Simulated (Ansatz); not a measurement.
# AlF2 (doublet): the correlation ladder, def2-TZVPP

One table from this session's results is given with a row withheld; the runs are named, their logs left out.

Computed with Ansatz 0.2.0, Gaussian basis. Level: def2-TZVPP, core rule «outside noble gas», up to 7 orbitals frozen.

Plan: UHF; ROHF; CCSD(T) on UHF.

2 further runs of the same task are left out: 2 set aside as unsound or not needed.

### The system

The geometry is a PBE0/def2-TZVP stationary point (not a proven minimum).

3 atoms, charge 0, spin multiplicity 2.

Atoms are counted from 1 here; the program's logs count them from 0.

Bond lengths: Al1–F2 1.647 Å, Al1–F3 1.647 Å. Angles: F2–Al1–F3 119.7°.

Coordinates:

```
Al    0.0000   -0.4838    0.0000
F     0.0000    0.3436   -1.4235
F     0.0000    0.3436    1.4235
```

Set-up of the first run:

The input, in.yaml:

```yaml
crystal:
  periodic: [false, false, false]
  atoms:
    - {symbol: Al, position_ang: [0.000000, -0.483815, 0.000000]}
    - {symbol: F, position_ang: [0.000000, 0.343557, -1.423547]}
    - {symbol: F, position_ang: [0.000000, 0.343557, 1.423547]}
basis:
  gaussian: {orbitals: def2-TZVPP}
magnetization: {spin_polarized: true, initial_magnetization: 1}
hamiltonian: {xc: hf}
output: {orbitals: {seedname: orbitals}}
```

On the command line:

```sh
$ ansatz run in.yaml --threads 1 --pin off --events-out ev --progress --plain --max-ram 4096MiB --backend cpu
```

Among the steps run: UHF; ROHF; CCSD(T) on UHF.

One of the session's tables, all rows but one given; the rest of the session is left out.

| method | from UCCSD(T) (meV) |
| --- | --- |
| ROHF | ? |
| UHF | +15557.4 |
| UMP2 | +423.0 |
| UCCSD | +430.4 |
| UCCSD(T) | 0 |

**Question.** Estimate the row for ROHF.

The run gave: from UCCSD(T) (meV): +15570.1. In the column «from UCCSD(T) (meV)» it is the highest.

With the free atoms at the same levels and basis (separate runs), the atomisation energy is 11.327 eV at UCCSD(T), 9.135 eV at ROHF.
